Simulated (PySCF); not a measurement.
1,2-dimethoxyethane, C4H10O2.
Bonds: C1–O2, O2–C3, C3–C4, C4–O5, O5–C6. Hydrogens: H7, H8, H9 on C1; H10, H11 on C3; H12, H13 on C4; H14, H15, H16 on C6.

Level: wB97X-D/pcSseg-2 in PySCF, non-relativistic, on one gas-phase PBE0-D3(BJ)/def2-TZVP geometry that isn't relaxed in the solvent. The solvent is an IEF-PCM continuum (Bondi radii, 1.10 Å for H, scaled by 1.2). The model holds no explicit solvent molecules, cavitation or dispersion.

Gas phase at wB97X-D/pcSseg-2: HOMO -9.33 eV, LUMO 2.31 eV, dipole 1.74 D.

Problem. What does the continuum do to the energy, the frontier levels and the dipole at wB97X-D/pcSseg-2 in chloroform?

Solution. 
```
   solvent      ε  E(solvent) − E(gas) (kJ/mol)  polarisation term (kJ/mol)  distortion of the solute (kJ/mol)  HOMO (eV)  LUMO (eV)  dipole (D)
chloroform  4.711                        -14.02                      -15.47                               1.45      -9.33       2.49        2.16
```

Polarisation term: ½ Σ q·V over the induced surface charges. Distortion: the rise of the solute's own energy as its density leaves the gas-phase optimum.

Problem. Which radius a makes the point-dipole formula ΔE = −[(ε − 1)/(2ε + 1)]·μ²/a³ give the value in chloroform, with the gas-phase dipole?

Solution. μ = 0.685 au and |ΔE| = 0.00534 Eh give a = 1.67 Å; the farthest nucleus lies 3.64 Å from the centroid of the nuclei, so such a sphere wouldn't even hold the nuclei. The formula assumes a rigid point dipole at the centre of a sphere.

The values belong to the conformer `[CH3:1][O:2][CH2:3][CH2:4][O:5][CH3:6]`: C1–O2–C3–C4 -179°, O2–C3–C4–O5 176°, C3–C4–O5–C6 79°.

Note: wB97X-D ran without an empirical dispersion term, which enters the total energy and its gradient alone.
